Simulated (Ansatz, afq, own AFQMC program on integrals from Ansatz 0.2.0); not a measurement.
CH3SSi, doublet: AFQMC among the cluster methods

```xyz
6

C    -0.1990    0.8528   -0.4697
S     1.1057   -0.4261   -0.3179
Si    0.1772   -2.3073   -0.2081
H    -0.0323    1.4105   -1.4017
H    -1.1973    0.3946   -0.4830
H    -0.1142    1.5391    0.3843
```

Connectivity, by distances: CH3–S–Si.

Basis def2-TZVP. Noble-gas cores (and the filled d shells of Ga–Kr and In–Xe) are frozen. Ansatz 0.2.0 and our own AFQMC program on the same integrals; the CISD trial comes from CCSD amplitudes, and released means the phaseless constraint is let go. Uncertainties: one standard error, sampling alone.

Determinant: UHF, the one that the program's search chose, which needn't be the lowest solution. The geometry is a PBE0/def2-SVP stationary point of this or a neighbouring charge and spin state.

No full CI on the walks' own integrals is used here. The released AFQMC energy serves as the reference, which it does only where one determinant dominates, the energy is flat over the last release times and near the phaseless one (40 meV or 2 meV an electron, half that with transition metals). On small molecules, where full CI could be run and the noise was under 10 meV, such values lay within 10 meV of it in 19 cases of 20, a flattering rate, since the rule was set on those same cases; what remains of the bias isn't in the error bar.

Cautions: the released value is read at 1.00 1/Eh (meV from the phaseless value at times in 1/Eh: -20 ± 8 at 0.24, -11 ± 10 at 0.50, -19 ± 9 at 1.00).

The T1 diagnostic is 0.0199, the weight of the determinant in the CISD state is 0.799 and the ⟨S²⟩ of the determinant is 0.779. The size of the correlated space is 17 electrons in 112 orbitals.

Question: Estimate: order these by the size of their error in total energy against AFQMC with the constraint released, smallest first.
A. CCSD(T)
B. CCSD
C. MP2
D. phaseless AFQMC with a CISD trial

Answer: D (19.3 ± 12.2 meV), A (79.1 ± 8.9 meV), B (686.6 ± 8.9 meV), C (1886.7 ± 8.9 meV).

Reference: AFQMC with the constraint released, correlation energy -13.269 ± 0.009 eV.

Released energies are given only where the last usable release times agree within the noise; a slower fall can still hide under it.
